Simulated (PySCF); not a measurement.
C5H8O.
SMILES with atom numbers: `[CH2:1]=[CH:2][C:3](=[O:4])[CH2:5][CH3:6]` (hydrogens: H7, H8 on C1; H9 on C2; H10, H11 on C5; H12, H13, H14 on C6)

The geometry is computed with GFN2-xTB (gas phase).

(1) List the bond lengths, angles and torsions at this level.

Results:

(1) 
```tsv
bond	length (bohr)	order
C1=C2	2.507	double
C2–C3	2.802	single
C3=O4	2.284	double
C3–C5	2.862	single
C5–C6	2.875	single
C1–H7	2.038	single
C1–H8	2.035	single
C2–H9	2.042	single
C5–H10, C5–H11	2.067	single
C6–H12, C6–H13, C6–H14	2.054	single
```

Bonds in one row agree within 0.02 bohr and their mean is given. Orders are formal, as drawn. A selection of angles:
```tsv
angle	degrees
C2–C1–H7	119.8
C2–C1–H8	122.9
H7–C1–H8	117.3
C1–C2–C3	121.4
C1–C2–H9	121.8
C3–C2–H9	116.8
C2–C3–O4	122.7
C2–C3–C5	114.0
O4–C3–C5	123.2
C3–C5–C6	112.4
C3–C5–H10	107.7
C6–C5–H10	110.6
H10–C5–H11	107.2
C5–C6–H12	110.1
C5–C6–H14	110.7
H12–C6–H13	108.0
H12–C6–H14	109.0
```

Dihedral angles: C1–C2–C3–O4 4° (synperiplanar); C2–C3–C5–C6 -179° (antiperiplanar). The mirror-image conformer, all signs reversed, is as good.

Of the pairs four or more bonds apart, O4···H7 is among the closest relative to their van der Waals radii: 2.54 Å, 93 % of the sum of Bondi's values. The C–C distances run from 1.327 Å (C1=C2, drawn double) to 1.522 Å (C5–C6, drawn single), a spread of 0.195 Å.

Point group: near Cs, missed by 0.19 Å at most; the miss may be what the optimiser left on a soft mode. No frequency check. The numbers are those of one conformer.
